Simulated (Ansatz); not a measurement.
ZnSb, treated with LDA (Ansatz, an electronic-structure program, PAW).

Numerical settings: plane-wave cutoff 520 eV, 6×4×4 k mesh (along the axes of the cell as run), Fermi–Dirac smearing 0.01 eV, scalar-relativistic PAW data made under PBE.

Starting structure:

```
ZnSb
1.0
    6.21800     0.00000     0.00000
    0.00000     7.74100     0.00000
    0.00000     0.00000     8.11500
Zn Sb
8 8
Direct
  0.45390   0.11150   0.86730
  0.04610   0.88850   0.36730
  0.95390   0.38850   0.13270
  0.54610   0.61150   0.63270
  0.54610   0.88850   0.13270
  0.95390   0.11150   0.63270
  0.04610   0.61150   0.86730
  0.45390   0.38850   0.36730
  0.14200   0.08410   0.10830
  0.35800   0.91590   0.60830
  0.64200   0.41590   0.89170
  0.85800   0.58410   0.39170
  0.85800   0.91590   0.89170
  0.64200   0.08410   0.39170
  0.35800   0.58410   0.10830
  0.14200   0.41590   0.60830
```

Question: Into what structure does the relaxation of cell and atoms lead at this level, with the symmetry of the start kept?

Answer: The volume decreases by 5.8 %; final space group Pbca.
```
ZnSb
1.0
    6.09315     0.00000     0.00000
    0.00000     7.57173     0.00000
    0.00000     0.00000     7.97145
Zn Sb
8 8
Direct
  0.46092   0.10342   0.87417
  0.03908   0.89658   0.37417
  0.96092   0.39658   0.12583
  0.53908   0.60342   0.62583
  0.53908   0.89658   0.12583
  0.96092   0.10342   0.62583
  0.03908   0.60342   0.87417
  0.46092   0.39658   0.37417
  0.14283   0.08519   0.11066
  0.35717   0.91481   0.61066
  0.64283   0.41481   0.88934
  0.85717   0.58519   0.38934
  0.85717   0.91481   0.88934
  0.64283   0.08519   0.38934
  0.35717   0.58519   0.11066
  0.14283   0.41481   0.61066
```

Note: the volume lies 6 % below that of the published cell.
